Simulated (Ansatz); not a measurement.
The input, for Ansatz 0.2.0:

```yaml
crystal:
  periodic: [false, false, false]
  atoms:
    - {symbol: C, position_ang: [0.017315, 0.006369, 0.052328]}
    - {symbol: H, position_ang: [-0.147559, 0.698201, -0.886114]}
    - {symbol: H, position_ang: [-0.070939, -0.017681, 1.138653]}
    - {symbol: H, position_ang: [0.012170, -0.756410, -0.876080]}
basis:
  gaussian: {orbitals: cc-pVDZ}
total_charge: 1
magnetization: {spin_polarized: false, initial_magnetization: 2}
correlation: {method: ccsdt_q, electrons: outside_noble_gas}
```

```sh
$ ansatz run in.yaml --threads 1 --pin off --events-out ev --progress --plain --max-ram 2393MiB
```

Roughly how long does this take on 1 thread of Arm Neoverse V2, shared host, and how much host memory?

2.3 s wall and 0.13 GiB.

```
514 factors; integrals over basis functions are off by at most 1.8e-7 eV
mean field evaluation 1: about -1063.1791 eV, gradient 1.5e1 eV
mean field evaluation 2: about -1063.1794 eV, gradient 1.5e1 eV
mean field evaluation 4: about -1063.9037 eV, gradient 9.7e-1 eV
mean field evaluation 8: about -1063.9093 eV, gradient 4.4e-4 eV
mean field -1063.90925106 eV, -39.0979438327 hartree, gradient 2.3e-6 eV, S^2 2.000000; 0 other end points of the search recorded, 0 dependent functions left out
mean field evaluation 16: about -1063.1815 eV, gradient 1.2e1 eV
1 core orbitals not correlated: weight in the atoms' cores, before any rotation towards them, 1.000 or more for the frozen orbitals, at most 0.000 for the correlated occupied ones
reference -1063.90925106 eV, -39.0979438327 hartree; 4, 2 occupied and 24, 26 virtual orbitals, 514 factors
second order -2.73851217 eV of doubles, -0.09851637 eV of singles
cycle   1  -3.29225162 eV  change   -4.5e-1 eV  update   4.4e-2
cycle   2  -3.50836117 eV  change   -2.2e-1 eV  update   1.8e-2
cycle   3  -3.51287300 eV  change   -4.5e-3 eV  update   4.9e-3
cycle   4  -3.51622961 eV  change   -3.4e-3 eV  update   2.1e-3
cycle   5  -3.51626694 eV  change   -3.7e-5 eV  update   8.3e-4
cycle   6  -3.51617074 eV  change    9.6e-5 eV  update   2.9e-4
cycle   7  -3.51642278 eV  change   -2.5e-4 eV  update   1.2e-4
cycle   8  -3.51642262 eV  change    1.5e-7 eV  update   4.4e-5
cycle   9  -3.51638548 eV  change    3.7e-5 eV  update   2.1e-5
cycle  10  -3.51639984 eV  change   -1.4e-5 eV  update   1.0e-5
cycle  11  -3.51640258 eV  change   -2.7e-6 eV  update   5.2e-6
cycle  12  -3.51639954 eV  change    3.0e-6 eV  update   2.3e-6
cycle  13  -3.51639705 eV  change    2.5e-6 eV  update   1.0e-6
cycle  14  -3.51639708 eV  change   -2.1e-8 eV  update   3.8e-7
perturbative correction -0.00237526 eV, -0.0000872893 hartree
Total energy: -1067.42802339 eV, -39.2272563311 hartree
```

For the same geometry and basis full CI lies 0.1 meV lower.
